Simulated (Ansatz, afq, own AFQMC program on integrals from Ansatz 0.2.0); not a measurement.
# Where AFQMC and coupled cluster stand for Rh, quartet

A free Rh atom.

Basis def2-SVP with its core potentials. Noble-gas cores (and the filled d shells of Ga–Kr and In–Xe) are frozen. AFQMC by an in-house program on the Cholesky factors that Ansatz 0.2.0 writes for its CCSD(T) run. ph-AFQMC/CISD is guided by a CISD state made of CCSD amplitudes; releasing the constraint for a short imaginary time cuts its bias at the price of noise, slowly where states lie close. Free AFQMC starts from the CCSD state and is never constrained. Its projection time is finite, and what remains of the start isn't in its error. ± is one standard error of the sampling. No spin–orbit coupling. The metal's outer-core s and p shells are frozen, which shifts wave-function levels against functionals.

Determinant: UHF, the one that the program's search chose, which needn't be the lowest solution.

No full CI on the walks' own integrals is used here; CCSDTQ serves as the reference and is uncertain by about the last step of the cluster series.

Cautions: no spin-orbit coupling; outer-core shells of the metal frozen; the released energies have errors that jump between times, so the bars are unsure, so no released level is given (meV from the phaseless value at times in 1/Eh: -1 ± 6 at 0.24, -7.8 ± 1.3 at 0.50, -10.3 ± 1.1 at 1.00, -11.2 ± 1.3 at 1.50), though the last usable value meets CCSDTQ within the noise; the ph-AFQMC/CISD walk drifts between its halves (2.1 errors).

The T1 diagnostic is 0.0118 and the weight of the determinant in the CISD state is 0.949. The ⟨S²⟩ of the determinant is 3.752 and the size of the correlated space is 9 electrons in 27 orbitals.

Reference: CCSDTQ, correlation energy -4.147 eV.

| level | E − E(reference) (kcal/mol) | share of correlation (%) |
| --- | --- | --- |
| HF | 95.64 | 0.00 |
| MP2 | 5.09 | 94.68 |
| CCSD | 2.54 | 97.34 |
| CCSD(T) | 0.14 | 99.85 |
| CCSDT | 0.06 | 99.94 |
| CCSDT(Q) | 0.04 | 99.96 |
| ph-AFQMC/HF | 1.05 ± 0.33 | 98.90 |
| ph-AFQMC/CISD | 0.32 ± 0.05 | 99.67 |
| free AFQMC | 0.05 ± 0.04 | 99.95 |

CCSDT and higher add their correlation energy to the determinant of the CCSD(T) run, since their own runs factorise the integrals more tightly (a shift of under 2 meV). Free projections are given only where their last times agree within the noise and don't stop above the reference; a slow remainder of the start can still hide under it.
